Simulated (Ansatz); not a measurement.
Basis-set extrapolation for `ClC1=C(Cl)C1` (PBE0-D4/def2-TZVP geometry, frozen core, the Gaussian-basis code of Ansatz). Multiplicity 1, RHF reference.

```
                       def2-TZVPP    def2-QZVPP
                 HF  -1033.720025  -1033.750128
    MP2 correlation     -0.852192     -0.920585
CCSD(T) correlation     -0.933666       not run
```

Energies in hartree. Use E(X) = E(∞) + A·exp(−7.88·√X) for Hartree–Fock and E(X) = E(∞) + B·X^(−2.97) for correlation, with X = 3 and 4, and add CCSD(T) minus MP2 of the smaller set to the MP2 limit.

Question: What is the CCSD(T) energy at the basis-set limit?

Answer: HF limit: -1033.750128 + (-0.030103) × 0.13774 = -1033.75427. MP2 limit: -0.920585 + (-0.068393) × 0.74074 = -0.97125. Higher-order term: -0.933666 − (-0.852192) = -0.08147. Total: -1034.80699 hartree, 402.5 kJ/mol below CCSD(T)/def2-TZVPP.
